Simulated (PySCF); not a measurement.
Compound: C₆H₇ (doublet state).
SMILES with atom numbers: `[CH:1]#[C:2][C:3]1([CH2:4])[CH2:5][CH2:6]1` (hydrogens: H7 on C1; H8, H9 on C4; H10, H11 on C5; H12, H13 on C6)

Cartesian coordinates in Å at the GFN2-xTB level; atoms count from 1:
```xyz
13
C6H7 angstrom
C      2.537    0.277    0.354
C      1.353    0.261    0.174
C     -0.065    0.238   -0.042
C     -0.681    1.505   -0.318
C     -0.841   -0.833    0.744
C     -0.614   -1.036   -0.707
H      3.574    0.295    0.511
H     -0.092    2.399   -0.362
H     -1.738    1.565   -0.493
H     -0.273   -1.426    1.444
H     -1.830   -0.564    1.082
H      0.112   -1.771   -1.019
H     -1.445   -0.909   -1.384
```

The hyperfine couplings belong to this conformer and change with its torsions.

Theory: UKS B3LYP, pcH-1 on C H, non-relativistic, mean-field spin-orbit, GIAO in PySCF. Geometry: GFN2-xTB, one conformer, isolated molecule. The geometry wasn't refined by DFT: couplings that depend on bond lengths, twists or pyramidal angles can differ widely from those at the functional's own minimum. Stability of the SCF solution: not tested.

Problem. What is the g tensor, term by term?

Solution. 
```json
{"Δg (ppm)": "relativistic mass correction", "1": "-146", "2": "-146", "3": "-146"}
{"Δg (ppm)": "gauge correction", "1": "18", "2": "27", "3": "31"}
{"Δg (ppm)": "orbital Zeeman/spin–orbit", "1": "-11", "2": "542", "3": "749"}
{"Δg (ppm)": "total", "1": "-139", "2": "422", "3": "633"}
```

So g = 2.00218, 2.00274, 2.00295 and g_iso = 2.00262; the tensor is rhombic: the two nearest values differ by 27 % of g3 − g1. Axes: g3 points within 6° of the C4–H9 bond.

Problem. What effective moment and Curie constant follow for a powder?

Solution. With the mean of g² = 4.0105 and S(S+1) = 0.75: μ_eff = √(⟨g²⟩S(S+1)) = 1.734 μB and χT = 0.12505·⟨g²⟩·S(S+1) = 0.376 cm³ K/mol (cgs; spin-Hamiltonian part alone).

Problem. What are the electron Larmor frequencies g μB B/h along the three axes at 350 mT?

Solution. 9.8081, 9.8108, 9.8118 GHz for g1, g2 and g3, a range of 3.8 MHz.

Problem. At 9.509 GHz, how far is the centre of the isotropic spectrum from where a free electron (g = 2.002319) resonates?

Solution. B = hν/(g μB) with μB/h = 13.99624 MHz/mT gives 339.30 mT for the free electron and 339.25 mT at g_iso, 0.05 mT lower.

Problem. In a frozen sample, at which fields do the three g values resonate at 9.5, 34, 94 and 263 GHz (hyperfine left aside), and which band first spreads them over more than twice a line width of 1.0 mT?

Solution. 
```
band    GHz  B(g3) mT  B(g2) mT  B(g1) mT  spread mT
   X    9.5    338.88    338.91    339.01       0.13
   Q   34.0   1212.82   1212.95   1213.29       0.47
   W   94.0   3353.09   3353.45   3354.39       1.29
   J  263.0   9381.53   9382.52   9385.15       3.62
```

The spread grows in proportion to the frequency. J band is the first where it exceeds 2.0 mT.

Largest spin populations (Mulliken): C4 (+1.02), C3 (-0.10), C6 (+0.08) and C5 (+0.08). No atom but C4 exceeds +0.15. The angles at C4 add up to 360.0°, so it is planar; its axial dipolar tensor and the negative couplings of its protons fit spin in a p orbital normal to that plane.

The HOMO–LUMO gaps are 6.27 eV among the α and 5.45 eV among the β orbitals.
